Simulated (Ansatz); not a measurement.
# SiNCl+ (doublet): wave-function methods side by side, def2-QZVPP

The task here is to estimate one member of a computed series from the others.

Program: Ansatz 0.2.0, Gaussian basis. Level of theory: def2-QZVPP, core rule «outside noble gas», up to 11 orbitals frozen. These are calculated values, not measurements.

The runs, in order: UHF; ROHF; CCSD(T) on UHF.

2 further runs of the same task are left out: 2 set aside as unsound or not needed.

### What is computed

The geometry is a PBE0/def2-TZVP stationary point (not a proven minimum) of the parent state, kept for this charge and spin.

3 atoms, charge 1, spin multiplicity 2.

Atoms are counted from 1 here; the program's logs count them from 0.

Bond lengths: Cl1–Si2 2.010 Å, Si2–N3 1.558 Å. Angles: Cl1–Si2–N3 180.0°.

Coordinates:

```xyz
3
charge 1, multiplicity 2
Cl    0.00000    0.00000    1.85900
Si    0.00000    0.00000   -0.15050
N     0.00000    0.00000   -1.70850
```

Set-up of the first run:

in.yaml reads:

```yaml
crystal:
  periodic: [false, false, false]
  atoms:
    - {symbol: Cl, position_ang: [0.000000, 0.000000, 1.859000]}
    - {symbol: Si, position_ang: [0.000000, 0.000000, -0.150500]}
    - {symbol: N, position_ang: [0.000000, 0.000000, -1.708500]}
basis:
  gaussian: {orbitals: "def2-QZVPP.json"}
total_charge: 1
magnetization: {spin_polarized: true, initial_magnetization: 1}
hamiltonian: {xc: hf}
output: {orbitals: {seedname: orbitals}}
```

Run with:

```bash
> ansatz run in.yaml --threads 1 --pin off --events-out ev --progress --plain --max-ram 2393MiB
```

Steps of the session up to this table: UHF; ROHF; CCSD(T) on UHF.

One of the session's tables, all rows but one given; the rest of the session is left out.

It belongs to the step «Misses and costs». 

| method | from UCCSD(T) (kcal/mol) |
| --- | --- |
| ROHF | +334.16 |
| UHF | ? |
| UMP2 | +36.25 |
| UCCSD | +18.28 |
| UCCSD(T) | 0 |

Q: Estimate the row for UHF from the others.

**Answer.** from UCCSD(T) (kcal/mol): +330.98. In the column «from UCCSD(T) (kcal/mol)» it lies between UMP2 (+36.25) and ROHF (+334.16).
